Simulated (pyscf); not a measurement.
Optimised with ωB97X-D3(BJ)/def2-SVP in PySCF. MP2 and CC: frozen core, UHF for open shells. ΔMP2 is the change of the MP2 total energy from the triple- to the quadruple-zeta basis.

Question: For HB=NH (SMILES B=N) + CH₄ (SMILES C) -> H₃C–BH–NH₂ (SMILES CBN), an addition across a multiple bond or ene-type step (singlet surface; C–H broken, B–C, H–N formed), PBE/def2-TZVP gives ΔE‡ = 40.6 kcal/mol and ΔE = -33.0 kcal/mol (zero: the separated reactants). In which direction and how far do M06-2X/def2-TZVP, ωB97M-D3(BJ)/def2-TZVP, CCSD(T)/def2-TZVPP + ΔMP2(QZVPP) move these?

Answer: M06-2X: ΔE‡ = 46.8 kcal/mol, ΔE = -33.6 kcal/mol; ωB97M-D3(BJ): ΔE‡ = 47.7 kcal/mol, ΔE = -33.0 kcal/mol; CCSD(T): ΔE‡ = 49.4 kcal/mol, ΔE = -32.2 kcal/mol. PBE's barrier lies under all of them, by 6.2 to 8.7 kcal/mol. Its reaction energy lies among theirs. Low barriers are usual for a GGA, whose delocalisation error favours stretched bonds. One saddle was located; it need not be the lowest between these sides. The CCSD(T) − MP2 part came from Ansatz, without density fitting, on the same reference.
